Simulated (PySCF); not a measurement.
Compound: C3H5O3 (charge -1).
Numbering: `[CH3:1][CH2:2][O:3][C:4](=[O:5])[O-:6]`

The computed photoelectron lines, unassigned: C 1s: 286.53 (area 1), 287.47 (area 1), 289.01 (area 1) eV; O 1s: 531.17 (area 2), 532.87 (area 1) eV.

Method used: delta-SCF UKS SCAN, pcX-2 on the ionised atom, pcseg-1 elsewhere, spin-free X2C (PySCF 2.14.0). The structure is a single PBE0-D3(BJ)/def2-SVP conformer in the gas phase; no vibrational or solvent corrections. The geometry's basis has no diffuse functions, a weakness for an anion.

**Question.** Order the carbon atoms by C 1s binding energy.

**Answer.** 286.53 eV: C1 (methyl carbon); 287.47 eV: C2 (sp3 carbon bound to oxygen); 289.01 eV: C4 (carbonate carbon). Lowest listed C 1s: C1, bonded to C and 3 H. Highest, 2.48 eV above it: C4, bonded to 3 O. Summing the Pauling electronegativity differences to the bonded atoms, each weighted by its formal bond order, gives -1.05 for the lowest site and +3.56 for the highest; no listed site has a larger sum than the highest.

**Question.** Assign the O 1s lines to atoms.

**Answer.** 531.17 eV: O5/O6 (oxygen bonded to C); 532.87 eV: O3 (oxygen singly bound to a carbonyl carbon). Lowest listed O 1s: O5/O6, bonded to C. Highest, 1.70 eV above it: O3, bonded to 2 C. Summing the Pauling electronegativity differences to the bonded atoms, each weighted by its formal bond order, gives -1.34 for the lowest site and -1.78 for the highest; the largest sum, -1.34, belongs to O5/O6, 1.70 eV below the top. The smallest sum, -1.78, belongs to O3, 1.70 eV above the lowest.

Bonded neighbours of each site: C1: C and 3 H; C2: O, C and 2 H; O3: 2 C; C4: 3 O; O5/O6: C.

**Question.** Which photon energy gives electrons from C 1s of C4 a kinetic energy of 20 eV, and what is their de Broglie wavelength?

**Answer.** hν = 289.01 + 20 = 309.01 eV, recoil neglected; λ = 12.264 Å/√(E/eV) = 2.74 Å.

One atom of each set of topologically equivalent atoms was ionised and stands for the set; in this conformer not all members are related by symmetry, and their own values weren't computed. The species carries charge -1, so core ionisation leaves a neutral species. The basis sets have no added diffuse functions.

Shape of the structure used: `[CH3:1][CH2:2][O:3][C:4](=[O:5])[O-:6]`: C1–C2–O3–C4 -80°, C2–O3–C4–O5 -2°.
